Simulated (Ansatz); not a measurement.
SiAs⁻, singlet: reading a ladder of total energies

Geometry: a PBE0/def2-TZVPD stationary point for this spin.

```tsv
atom	x (Å)	y (Å)	z (Å)
Si	0.0000	0.0000	0.0000
As	0.0000	0.0000	2.0970
```

Basis aug-cc-pVDZ; Ansatz 0.2.0. Correlated methods freeze the noble-gas cores and the filled d shells of p-block atoms, which leaves 10 electrons in 44 orbitals. Prefix R: restricted or restricted open-shell reference. No spin–orbit coupling is included, and no scalar relativity.

Full CI isn't at hand for all of this; RCCSDTQ serves as the reference, and is uncertain by about the last step of the cluster series.

Runs differ by some tens of microhartree through their thresholds, so steps under 0.03 kcal/mol mean nothing.

| level | total energy (hartree) |
| --- | --- |
| RHF | -2523.119340 |
| RMP2 | -2523.325841 |
| RCCSD | -2523.341888 |
| RCCSD(T) | -2523.356764 |
| RCCSDT | -2523.357379 |
| RCCSDT(Q) | -2523.359052 |
| RCCSDTQ | -2523.358935 |

**Question.** What is the correlation energy at RCCSDTQ, and what share of it do RMP2 and RCCSD recover?

**Answer.** E(corr) = -2523.358935 − (-2523.119340) = -0.239595 hartree = -6.520 eV. RMP2: -0.206501 / -0.239595 = 86.19 %. RCCSD: -0.222548 / -0.239595 = 92.89 %.

**Question.** By how many kcal/mol does RCCSD(T) miss RCCSDTQ (1 hartree = 627.509 kcal/mol), and which steps make up the rest?

**Answer.** -2523.356764 − (-2523.358935) = 0.002171 hartree = 1.36 kcal/mol. Steps: RCCSDT − RCCSD(T) = -0.39, RCCSDT(Q) − RCCSDT = -1.05, RCCSDTQ − RCCSDT(Q) = 0.07 kcal/mol. Differences between like states or geometries often cancel part of this.
